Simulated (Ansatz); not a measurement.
Gas-phase electronic energies from Ansatz, PBE0-D4/def2-TZVP geometries. CBS: MP2 limit from def2 TZ/QZ plus the TZ coupled-cluster correction, frozen cores. This one scheme is used for every species. Functionals use def2-TZVPP. B3LYP here is the variant with VWN-RPA as its local correlation; programs differ in this. One conformer a species, not always the lowest.

`CCC(N)F` + H₂O → `NC(F)CO` + CH₄  (formal hydrolysis of a C–C bond)

Q: Is it downhill or uphill in electronic energy at CCSD(T)/CBS, and by how much? (Best estimate.)

A: The calculation gave: Uphill: ΔE = +38.0 kJ/mol.

Q: What do these levels give: PBE-D4, r2SCAN-D4, PBE, PBE0, B3LYP, HF/def2-TZVPP, SCS-MP2/def2-TZVPP, CCSD(T)/def2-TZVPP, HF/def2-QZVPP, MP2/def2-QZVPP, SCS-MP2/def2-QZVPP, CCSD/CBS(def2)? (Best estimate.)

A: Computed: PBE-D4 27.3, r2SCAN-D4 26.4, PBE 25.6, PBE0 29.5, B3LYP 23.2, HF/def2-TZVPP 24.6, SCS-MP2/def2-TZVPP 34.3, CCSD(T)/def2-TZVPP 33.6, HF/def2-QZVPP 25.7, MP2/def2-QZVPP 41.7, SCS-MP2/def2-QZVPP 37.2, CCSD/CBS(def2) 38.1 kJ/mol.

Largest T1 diagnostic among the species: 0.011.

From PBE to PBE0 (25 % exact exchange), in def2-TZVPP and without D4, ΔE moves by +3.9 kJ/mol. In def2-TZVPP, CCSD(T) changes the Hartree–Fock value by +9.0 kJ/mol (the triples alone add −0.1 kJ/mol) and MP2 by +14.2 kJ/mol.
